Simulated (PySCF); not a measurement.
Two species compared at the same levels of theory.

First species: SiCl2 (singlet state).
SMILES: `Cl[Si]Cl`

Second species: C₆H₇FOS.
SMILES: `[S@]1(=O)C[C@@H](C1)C#CCF`

Levels: PBE0/pcSseg-1 for dipole moment, HOMO energy, LUMO energy and HOMO–LUMO gap; GFN2-xTB for rotational constant A and rotational constant C. Geometries: GFN2-xTB. All species are isolated and taken at one optimised geometry, non-relativistic unless stated. Electronic properties by PySCF.

| property | column X | column Y |
| --- | --- | --- |
| dipole moment | 0.99 D | 1.62 D |
| HOMO energy | -7.81 eV | -6.82 eV |
| LUMO energy | -2.97 eV | -0.17 eV |
| HOMO–LUMO gap | 4.84 eV | 6.65 eV |
| rotational constant A | 14.860 GHz | 5.167 GHz |
| rotational constant C | 2.411 GHz | 0.462 GHz |

Which column belongs to which species?

Column X is the first species and column Y the second. The first has 3 atoms and 48 electrons, the second 16 and 76.

How does each property change from the first species to the second?

dipole moment +0.63 D; HOMO energy +0.99 eV; LUMO energy +2.80 eV; HOMO–LUMO gap +1.81 eV; rotational constant A -9.693 GHz; rotational constant C -1.949 GHz.

On the first: The dipole equals about 3.3 × 10⁻³⁰ C·m (1 D = 3.33564 × 10⁻³⁰ C·m). Point group C2v permits a dipole; with 0.99 D the species has a pure rotational spectrum.

On the second: A dipole of 1.62 D is allowed in Cs, and pure rotational transitions are dipole-allowed. The dipole equals about 5.4 × 10⁻³⁰ C·m (1 D = 3.33564 × 10⁻³⁰ C·m).
